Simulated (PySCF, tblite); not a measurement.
**BrF₂−, a complex of two parts: NMR shifts, interaction energy, infrared bands, spin-spin couplings and core binding energies**

One table from this session's results is given with a row withheld; the runs are named, their logs left out.

Computed with tblite 0.8.0 and PySCF 2.14.0; each step states its level. No surroundings beyond the atoms listed, unless a continuum is named. Atoms count from 0, parts from 1.

## Starting point

3 atoms, charge -1, multiplicity 1; geometry: rigid parts in contact. Parts: 1 = atoms 0–1, `FBr`, charge 0; 2 = atom 2, `[F-]`, charge -1.

The first run:

Job settings and geometry (Å):

```
{"job": {"kind": "dock", "xc": "GFN2-xTB", "basis": "xTB"}, "charge": -1, "multiplicity": 1, "parts": [{"atoms": "0-1", "charge": 0, "multiplicity": 1}, {"atoms": "2-2", "charge": -1, "multiplicity": 1}]}
Br     0.899809     0.003233    -0.003832
F     -0.899809    -0.003233     0.003832
F      3.471575     0.386783     0.286916
```

Method: GFN2-xTB search for minima from random contacts, gas phase.

Started as:

```
OMP_NUM_THREADS=1 python cluster_run.py task.json out
```

One launch serves the whole session: the jobs run in the order shown.

Steps of the session up to this table: Docking the parts with GFN2-xTB; Geometry optimisation at PBE0-D3(BJ)/def2-TZVPD; Nuclear shieldings: PBE0/aug-pcSseg-2; Coupled-cluster interaction energy: CCSD(T) and MP2.

One of the session's tables, all rows but one given; the rest of the session is left out.

It belongs to the step «Coupled-cluster interaction energy: CCSD(T) and MP2». 

```
                 method  interaction energy (kcal/mol)
         HF/aug-cc-pVDZ                         -62.61
        MP2/aug-cc-pVDZ                              ?
       CCSD/aug-cc-pVDZ                         -57.39
    CCSD(T)/aug-cc-pVDZ                         -57.54
         HF/aug-cc-pVQZ                         -63.93
        MP2/aug-cc-pVQZ                         -64.55
    SCS-MP2/aug-cc-pVQZ                         -61.86
      MP2, extrapolated                         -65.40
CCSD(T), limit estimate                         -63.40
```

Q: Estimate the row for MP2/aug-cc-pVDZ from the others.

As computed: interaction energy (kcal/mol): -59.54. In the column «interaction energy (kcal/mol)» it lies between SCS-MP2/aug-cc-pVQZ (-61.86) and CCSD(T)/aug-cc-pVDZ (-57.54).

Caveats from the session: The interaction energy leaves out the deformation of the parts, 9.57 kcal/mol at MP2. So large a deformation means that a part is far from its own minimum, so a sum across the two methods would be rough.
